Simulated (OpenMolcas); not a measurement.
# HBS (SMILES B=S): a chain of runs

We compute a single-point energy (HF/STO-3G), then a single-point energy (CASSCF(2,2)/STO-3G), then the energy (CASPT2(2,2)/STO-3G), then a single-point energy (SC-NEVPT2(2,2)/STO-3G), then a single-point energy (MRCI(2,2)/STO-3G) of HBS. 

The calculation is run with OpenMolcas 26.06.

1 further run of the same task is left out (set aside as unsound or not needed).

## (1) The system as given

HBS has 3 atoms, charge 0, and is taken as a singlet. SMILES: `B=S`. Geometry: relaxed at PBE0-D4/def2-TZVP.

Bond lengths: B1–S2 1.598 Å, B1–H3 1.175 Å. Angles: S2–B1–H3 180.0°.

## (2) The energy at HF/STO-3G (run 1)

The input, step1.input:

```
>>> EXPORT MOLCAS_PRINT=2

&GATEWAY
  BASLIB=$CurrDir
  COORD
  3
  angstrom
  B       -0.038660      -0.014560       0.134750
  S        0.399170       0.147640      -1.393290
  H       -0.360510      -0.133080       1.258530
  BASIS=STO-3G
  GROUP=NoSym

&SEWARD

&SCF
  PRORBITALS=1 1
```

The basis set STO-3G is read from a file made from the Basis Set Exchange's data (not shown).

The run is started by

```bash
export MOLCAS_MEM=1860
pymolcas step1.input > step1.log
```

Log (excerpt; [...] marks lines left out):

```text
--- Start Module: gateway ---
[...]
--- Stop Module: gateway /rc=_RC_ALL_IS_WELL_ ---
--- Start Module: seward ---
[...]
      Basis functions           15
--- Stop Module: seward /rc=_RC_ALL_IS_WELL_ ---
[...]
--- Start Module: scf ---
[...]
       Convergence after   9 Iterations
[...]
::    Total SCF energy                               -418.1199322616
[...]
      Total spin, S                                     0.0000000000
[...]
      Total electronic charge=   22.000000
      Total            charge=   -0.000000
[...]
      Dipole Moment (debye):
      Origin of the operator (angstrom)=    0.2722    0.1006   -0.9501
                   X= -2.7691E-01               Y= -1.0291E-01               Z=  9.6621E-01           Total=  1.0104E+00
      Quadrupole Moment (debye*angstrom):
[...]
--- Stop Module: scf /rc=_RC_ALL_IS_WELL_ ---
[...]
```

Wall time 4.8 s (1 thread of AMD EPYC, shared host); peak memory 0.37 GiB.

## (3) The energy at CASSCF(2,2)/STO-3G (run 2)

The input, step2.inp:

```
&GATEWAY
  BASLIB=$CurrDir
  COORD
  3
  angstrom
  B       -0.038660      -0.014560       0.134750
  S        0.399170       0.147640      -1.393290
  H       -0.360510      -0.133080       1.258530
  BASIS=STO-3G
  GROUP=NoSym

&SEWARD

&RASSCF
  FILEORB=$CurrDir/step1.ScfOrb
  SPIN=1
  NACTEL=2 0 0
  INACTIVE=10
  RAS2=2
  ORBLISTING=Nothing
  ORBAPPEAR=Compact
```

The basis set STO-3G is read from a file made from the Basis Set Exchange's data (not shown).

The run is started by

```bash
export MOLCAS_MEM=1860
pymolcas step2.inp > step2.log
```

Log (excerpt; [...] marks lines left out):

```text
--- Start Module: gateway ---
[...]
--- Stop Module: gateway /rc=_RC_ALL_IS_WELL_ ---
--- Start Module: seward ---
[...]
      Basis functions           15
--- Stop Module: seward /rc=_RC_ALL_IS_WELL_ ---
[...]
--- Start Module: rasscf ---
[...]
      Number of active orbitals                  2
[...]
      Spin quantum number                      0.0
[...]
      Active orbitals                            2
[...]
      Number of CSFs                             3
[...]
      Number of root(s) required                 1
[...]
      Convergence after 29 iterations
[...]
      printout of CI-coefficients larger than  0.05 for root  1
      energy=    -418.141109
      conf/sym  11     Coeff  Weight
             1  20   0.98164 0.96362
             3  02  -0.19074 0.03638
      Natural orbitals and occupation numbers for root  1
      sym 1:   1.927234   0.072766
      ************************************************************************************************************************
      *                                                    Final results                                                     *
[...]
::    RASSCF root number  1 Total energy:   -418.14110870
[...]
      Total electronic charge=   22.000000
      Total            charge=   -0.000000
[...]
      Dipole Moment (debye):
      Origin of the operator (angstrom)=    0.2722    0.1006   -0.9501
                   X= -1.3999E-01               Y= -5.1795E-02               Z=  4.8863E-01           Total=  5.1092E-01
      Quadrupole Moment (debye*angstrom):
[...]
--- Stop Module: rasscf /rc=_RC_ALL_IS_WELL_ ---
[...]
```

Run time: 6.6 s. Hardware: 1 thread of AMD EPYC, shared host; peak memory 0.37 GiB.

## (4) The energy at CASPT2(2,2)/STO-3G (run 3)

The input, step3.input:

```
&GATEWAY
  BasLib = $CurrDir
  Coord
  3
  angstrom
  B       -0.038660      -0.014560       0.134750
  S        0.399170       0.147640      -1.393290
  H       -0.360510      -0.133080       1.258530
  Basis = STO-3G
  Group = NoSym

&SEWARD

&RASSCF
  FileOrb = $CurrDir/step2.RasOrb
  Spin = 1
  Nactel = 2 0 0
  Inactive = 10
  Ras2 = 2
  OrbListing = Nothing
  OrbAppear = Compact

&CASPT2
  Imaginary = 0.1
  Frozen = 6
```

The basis set STO-3G is read from a file made from the Basis Set Exchange's data (not shown).

The run is started by

```bash
export MOLCAS_MEM=1860
pymolcas step3.input > step3.log
```

Log (excerpt; [...] marks lines left out):

```text
--- Start Module: gateway ---
[...]
--- Stop Module: gateway /rc=_RC_ALL_IS_WELL_ ---
[...]
      Basis functions           15
[...]
--- Start Module: rasscf ---
[...]
      Number of active orbitals                  2
[...]
      Spin quantum number                      0.0
[...]
      Active orbitals                            2
[...]
      Number of CSFs                             3
[...]
      Number of root(s) required                 1
[...]
      Convergence after  4 iterations
[...]
      printout of CI-coefficients larger than  0.05 for root  1
      energy=    -418.141109
      conf/sym  11     Coeff  Weight
             1  20   0.98164 0.96362
             3  02  -0.19073 0.03638
      Natural orbitals and occupation numbers for root  1
      sym 1:   1.927245   0.072755
      ************************************************************************************************************************
      *                                                    Final results                                                     *
[...]
::    RASSCF root number  1 Total energy:   -418.14110870
[...]
      Total electronic charge=   22.000000
      Total            charge=   -0.000000
[...]
      Dipole Moment (debye):
      Origin of the operator (angstrom)=    0.2722    0.1006   -0.9501
                   X= -1.3994E-01               Y= -5.1767E-02               Z=  4.8846E-01           Total=  5.1075E-01
      Quadrupole Moment (debye*angstrom):
[...]
--- Stop Module: rasscf /rc=_RC_ALL_IS_WELL_ ---
[...]
--- Start Module: caspt2 ---
[...]
 ###    WARNING: User changed nr of frozen orbitals.                         ###
 ###############################################################################
[...]
      E2 (Variational):          -0.0741167612
      Total energy:            -418.2152254600
[...]
      Reference weight:           0.95739
[...]
::    CASPT2 Root  1     Total energy:   -418.21522546
[...]
--- Stop Module: caspt2 /rc=_RC_ALL_IS_WELL_ ---
[...]
```

Run time: 5.4 s. Hardware: 1 thread of AMD EPYC, shared host; peak memory 0.37 GiB.

## (5) The energy at SC-NEVPT2(2,2)/STO-3G (run 4)

The input, step4.inp:

```
&GATEWAY
BasLib
$CurrDir
Coord
3
angstrom
B       -0.038660      -0.014560       0.134750
S        0.399170       0.147640      -1.393290
H       -0.360510      -0.133080       1.258530
Basis
STO-3G
Group
NoSym
&SEWARD
&RASSCF
FileOrb
$CurrDir/step2.RasOrb
Spin
1
Nactel
2 0 0
Inactive
10
Ras2
2
OrbListing
Nothing
OrbAppear
Compact
&CASPT2
SC-NEVPT2
Frozen
6
```

The basis set STO-3G is read from a file made from the Basis Set Exchange's data (not shown).

The run is started by

```bash
export MOLCAS_MEM=1860
pymolcas step4.inp > step4.log
```

Log (excerpt; [...] marks lines left out):

```text
--- Start Module: gateway ---
[...]
--- Stop Module: gateway /rc=_RC_ALL_IS_WELL_ ---
[...]
      Basis functions           15
[...]
--- Start Module: rasscf ---
[...]
      Number of active orbitals                  2
[...]
      Spin quantum number                      0.0
[...]
      Active orbitals                            2
[...]
      Number of CSFs                             3
[...]
      Number of root(s) required                 1
[...]
      Convergence after  4 iterations
[...]
      printout of CI-coefficients larger than  0.05 for root  1
      energy=    -418.141109
      conf/sym  11     Coeff  Weight
             1  20   0.98164 0.96362
             3  02  -0.19073 0.03638
      Natural orbitals and occupation numbers for root  1
      sym 1:   1.927245   0.072755
      ************************************************************************************************************************
      *                                                    Final results                                                     *
[...]
::    RASSCF root number  1 Total energy:   -418.14110870
[...]
      Total electronic charge=   22.000000
      Total            charge=   -0.000000
[...]
      Dipole Moment (debye):
      Origin of the operator (angstrom)=    0.2722    0.1006   -0.9501
                   X= -1.3994E-01               Y= -5.1767E-02               Z=  4.8846E-01           Total=  5.1075E-01
      Quadrupole Moment (debye*angstrom):
[...]
--- Stop Module: rasscf /rc=_RC_ALL_IS_WELL_ ---
[...]
--- Start Module: caspt2 ---
[...]
 ###    WARNING: User changed nr of frozen orbitals.                         ###
 ###############################################################################
[...]
      E2 (Variational):          -0.0806922720
[...]
      E2 (Variational):          -0.0804698528
      Total energy:            -418.2215785516
[...]
      Reference weight:           0.94793
[...]
::    SC-NEVPT2 Root  1     Total energy:   -418.22157855
[...]
--- Stop Module: caspt2 /rc=_RC_ALL_IS_WELL_ ---
[...]
```

Run time: 5.4 s. Hardware: 1 thread of AMD EPYC, shared host; peak memory 0.37 GiB.

## (6) The energy at MRCI(2,2)/STO-3G (run 5)

The input, step5.input:

```
&GATEWAY
 BasLib=$CurrDir
 Coord
 3
 angstrom
 B       -0.038660      -0.014560       0.134750
 S        0.399170       0.147640      -1.393290
 H       -0.360510      -0.133080       1.258530
 Basis=STO-3G
 Group=NoSym

&SEWARD

&RASSCF
 FileOrb=$CurrDir/step2.RasOrb
 Spin=1
 Nactel=2 0 0
 Inactive=10
 Ras2=2
 OrbListing=Nothing
 OrbAppear=Compact

&MOTRA
 LumOrb
 Frozen=6

&GUGA
 Electrons=10
 Spin=1
 Inactive=4
 Active=2
 CIAll=1

&MRCI
 SDCI
```

The basis set STO-3G is read from a file made from the Basis Set Exchange's data (not shown).

The run is started by

```bash
export MOLCAS_MEM=1860
pymolcas step5.input > step5.log
```

Log (excerpt; [...] marks lines left out):

```text
--- Start Module: gateway ---
[...]
--- Stop Module: gateway /rc=_RC_ALL_IS_WELL_ ---
[...]
      Basis functions           15
[...]
      Number of active orbitals                  2
[...]
      Spin quantum number                      0.0
[...]
      Active orbitals                            2
[...]
      Number of CSFs                             3
[...]
      Number of root(s) required                 1
[...]
      Convergence after  4 iterations
[...]
      printout of CI-coefficients larger than  0.05 for root  1
      energy=    -418.141109
      conf/sym  11     Coeff  Weight
             1  20   0.98164 0.96362
             3  02  -0.19073 0.03638
      Natural orbitals and occupation numbers for root  1
      sym 1:   1.927245   0.072755
      ************************************************************************************************************************
      *                                                    Final results                                                     *
[...]
::    RASSCF root number  1 Total energy:   -418.14110870
[...]
      Dipole Moment (debye):
      Origin of the operator (angstrom)=    0.2722    0.1006   -0.9501
                   X= -1.3994E-01               Y= -5.1767E-02               Z=  4.8846E-01           Total=  5.1075E-01
      Quadrupole Moment (debye*angstrom):
[...]
      *** WARNING: Default frozen orbitals is overwritten by user input.
      *** Default values:   6
[...]
--- Start Module: guga ---
[...]
--- Stop Module: guga /rc=_RC_ALL_IS_WELL_ ---
--- Start Module: mrci ---
[...]
       (But an ACPF correction will be computed)
       USE THE DEFAULT ACPF G-VALUE GFAC=  0.20000000000000001
[...]
                      CI ENERGY:  -418.23352743
[...]
                ACPF CORRECTION:    -0.00661650
[...]
      Total electronic charge=   22.000000
      Total            charge=   -0.000000
[...]
     ACPF CORRECTION:     -0.00661650
[...]
  CI State   1     Total energy:   -418.23352743     QDav:     -0.00842135     QACPF:     -0.00661650
[...]
--- Stop Module: mrci /rc=_RC_ALL_IS_WELL_ ---
[...]
```

It took 6 s on 1 thread of AMD EPYC, shared host; peak memory 0.37 GiB.

## (7) Results

```
                                                    quantity          value
                              run 1, HF/STO-3G: total energy  -418.11993 Eh
                             run 1, HF/STO-3G: dipole moment         1.01 D
                               run 1, HF/STO-3G: HOMO energy       -7.91 eV
                               run 1, HF/STO-3G: LUMO energy        7.81 eV
                             run 1, HF/STO-3G: HOMO–LUMO gap       15.72 eV
                     run 2, CASSCF(2,2)/STO-3G: total energy  -418.14111 Eh
   run 2, CASSCF(2,2)/STO-3G: dipole moment (CASSCF density)         0.51 D
                     run 3, CASPT2(2,2)/STO-3G: total energy  -418.21523 Eh
   run 3, CASPT2(2,2)/STO-3G: dipole moment (CASSCF density)         0.51 D
                  run 4, SC-NEVPT2(2,2)/STO-3G: total energy  -418.22158 Eh
run 4, SC-NEVPT2(2,2)/STO-3G: dipole moment (CASSCF density)         0.51 D
                       run 5, MRCI(2,2)/STO-3G: total energy  -418.23353 Eh
     run 5, MRCI(2,2)/STO-3G: dipole moment (CASSCF density)         0.51 D
```
